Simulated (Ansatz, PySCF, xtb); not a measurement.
Protons, H atoms and electrons added to or taken from O=S=O. Gas-phase values, no solvent. Strings in code marks are SMILES.

Quantity: proton affinity at 298 K, in eV. The restricted reference of `O=S=O` and `O=[SH+]=O` is unstable towards unrestricted orbitals. Enthalpy corrections at 298 K come from GFN2-xTB frequencies (xtb).

Level 1: frozen-core CCSD(T)/cc-pVTZ // PBE-D3(BJ)/def2-TZVP (Ansatz, a quantum-chemistry and plane-wave program)
Level 2: PBE-D3(BJ)/def2-TZVP (PySCF)
Level 3: PBE/6-31G* // PBE-D3(BJ)/def2-TZVP (PySCF)
Level 4: frozen-core MP2/6-31G* // PBE-D3(BJ)/def2-TZVP (PySCF)

```tsv
species	level 2	level 3	level 4
proton added at S2: `O=[SH+]=O`	5.06	4.87	4.61
```

Q: What does level 1 give for each?

A: 
- proton added at S2: `O=[SH+]=O`: 4.91
